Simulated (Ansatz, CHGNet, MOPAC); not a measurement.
# Elastic constant C44 of cubic BN: levels of theory against measurement

Reference value: 480 GPa (measured, temperature not stated, no zero-point or thermal correction; as tabulated in Råsander and Moram (2015), arXiv:1505.02379).

```json
[
 {"level (code)": "PM7 semi-empirical Hartree-Fock (MOPAC)", "value (GPa)": "380", "cell (Å³/atom)": "6.47"},
 {"level (code)": "CHGNet 0.3.0", "value (GPa)": "231", "cell (Å³/atom)": "5.94"},
 {"level (code)": "LDA (Ansatz)", "value (GPa)": "475", "cell (Å³/atom)": "5.74"},
 {"level (code)": "PBE (Ansatz)", "value (GPa)": "442", "cell (Å³/atom)": "5.95"},
 {"level (code)": "PBE-D3(BJ) (Ansatz)", "value (GPa)": "(withheld)", "cell (Å³/atom)": "5.86"},
 {"level (code)": "r²SCAN (Ansatz)", "value (GPa)": "(withheld)", "cell (Å³/atom)": "5.88"},
 {"level (code)": "PBE0 (Ansatz)", "value (GPa)": "482", "cell (Å³/atom)": "5.82"}
]
```

Q: What belongs in the gaps?

A: 
- PBE-D3(BJ) (Ansatz, a program for electronic structure), value (GPa): 458
- r²SCAN (Ansatz), value (GPa): 468

Differences against the reference: PM7 semi-empirical Hartree-Fock (MOPAC) -21 %, CHGNet 0.3.0 -52 %, LDA -1.0 %, PBE -7.9 %, PBE-D3(BJ) -4.6 %, r²SCAN -2.5 %, PBE0 +0.4 %.

The reference's temperature isn't stated, so close values are not ranked against it. Off by more than 25 %, or 35 % on the side where a correction would as a rule narrow the miss (bounds picked here): CHGNet 0.3.0 (-52 %).

The reference isn't brought to a static lattice, while the calculations are for one, so the differences are not the levels' errors alone. A static lattice is as a rule stiffer than a warm one, by over a tenth in soft solids.  PM7 semi-empirical Hartree-Fock (MOPAC): the method was fitted mainly to molecules. PM7 semi-empirical Hartree-Fock (MOPAC): the run uses a supercell at the zone centre in place of a k mesh. PBE-D3(BJ): the dispersion coefficients are held fixed in the derivatives. Each level is taken at its own relaxed cell. Cutoffs and k meshes differ between the levels. Ansatz's density-functional and Hartree–Fock values are scalar-relativistic unless marked +SOC, with PAW data made under PBE.

Machine-learned potentials (CHGNet 0.3.0) are trained on DFT data: a solid inside that data is no test of them.

Differences are worked out from the printed values.
